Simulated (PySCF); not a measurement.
methylamine (CH5N), SMILES CN. Coordinates come from a PBE0-D3(BJ)/def2-TZVP optimisation.

These are PBE0-D3(BJ)/def2-TZVP run with PySCF 2.14.0 values and carry that method's errors.

Harmonic wavenumbers (cm⁻¹): 306, 833, 975, 1090, 1170, 1347, 1452, 1491, 1513, 1665, 2986, 3081, 3120, 3533, 3612. Rotational constants (GHz): 104.0, 23.01, 22.10; symmetry number 1.

Problem. Work out the zero-point energy and the ideal-gas rigid-rotor harmonic-oscillator thermochemistry at 298.15 K and 1 atm.

Solution. ZPE = ½ Σ hcν = ½ × 28174 cm⁻¹ = 40.28 kcal/mol. H − E(el) = 43.02 kcal/mol. Entropy in cal/(mol K): translation 36.23, rotation 19.35, vibration 1.85, total 57.42. G − E(el) = 25.90 kcal/mol. Cp = 11.53 cal/(mol K).
